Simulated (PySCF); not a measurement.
Two structures of SiNH5, singlet, reached by relaxing down either side of one saddle point (PBE0-D4/def2-TZVP). Energies are electronic, without zero-point energy. PySCF 2.14 with density fitting (its default auxiliary sets; JK sets also for MP2 and CCSD(T)); basis: def2-TZVPP and def2-QZVPP; cores frozen in the correlated methods. Extrapolation: Hartree–Fock as exp(−7.88 √X), correlation as X^−2.97. First:

```json
{"atom": "Si1", "x (Å)": "-0.5031", "y (Å)": "-0.3932", "z (Å)": "0.2066"}
{"atom": "H2", "x (Å)": "-0.3534", "y (Å)": "-0.6755", "z (Å)": "1.6578"}
{"atom": "N3", "x (Å)": "0.7000", "y (Å)": "0.7542", "z (Å)": "-0.2349"}
{"atom": "H4", "x (Å)": "1.6571", "y (Å)": "0.6017", "z (Å)": "0.0390"}
{"atom": "H5", "x (Å)": "-1.8323", "y (Å)": "0.2086", "z (Å)": "-0.0728"}
{"atom": "H6", "x (Å)": "-0.4502", "y (Å)": "-1.7039", "z (Å)": "-0.5086"}
{"atom": "H7", "x (Å)": "0.6559", "y (Å)": "1.1988", "z (Å)": "-1.1378"}
```

Second:

```xyz
7
angstrom
Si -0.7863 0.2712 -0.3408
H 1.1467 -1.4210 1.8008
N 0.1893 1.3139 -1.0464
H 1.4651 -0.8847 1.3886
H -1.4490 0.6776 0.9146
H -1.1650 -1.1068 -0.7629
H 0.6657 1.0848 -1.9092
```

(1) Which bonds change from the first to the second?

(2) Give the saddle point's structure and its height above each. (An estimate is asked for; the value comes from the calculation.)

No T1 diagnostic of these runs exceeds 0.020. The restricted Hartree–Fock reference is unstable towards an unrestricted one at one or more of these structures.

Answers

(1) SiNH₅ ([NH2][SiH3]) → SiNH₃ ([NH][SiH2]) + H₂; bonds formed: H2–H4; bonds broken: Si1–H2, N3–H4.

(2) By the calculation: 83.54 kcal/mol above the first and 27.40 kcal/mol above the second (CCSD(T) at an estimated basis limit (MP2 extrapolated from triple and quadruple zeta, plus CCSD(T) − MP2 in triple zeta)).
```json
{"atom": "Si1", "x (Å)": "-0.5482", "y (Å)": "-0.0989", "z (Å)": "-0.0618"}
{"atom": "H2", "x (Å)": "0.5050", "y (Å)": "-0.5547", "z (Å)": "1.2918"}
{"atom": "N3", "x (Å)": "0.5840", "y (Å)": "0.9222", "z (Å)": "-0.6328"}
{"atom": "H4", "x (Å)": "0.9281", "y (Å)": "0.0023", "z (Å)": "0.6664"}
{"atom": "H5", "x (Å)": "-1.6773", "y (Å)": "0.4035", "z (Å)": "0.7602"}
{"atom": "H6", "x (Å)": "-0.8623", "y (Å)": "-1.4858", "z (Å)": "-0.5150"}
{"atom": "H7", "x (Å)": "1.0707", "y (Å)": "0.8113", "z (Å)": "-1.5088"}
```

Labels in which every atom is bracketed show which atoms are joined, not bond orders.

For scale, one of the runs: CCSD(T)/def2-TZVPP, 143 basis functions, launched by `OMP_NUM_THREADS=4 python run.py`. The run took 77 s on 4 CPU threads of an Arm Neoverse N1 (shared host), with 0.69 GiB of host memory at its peak.
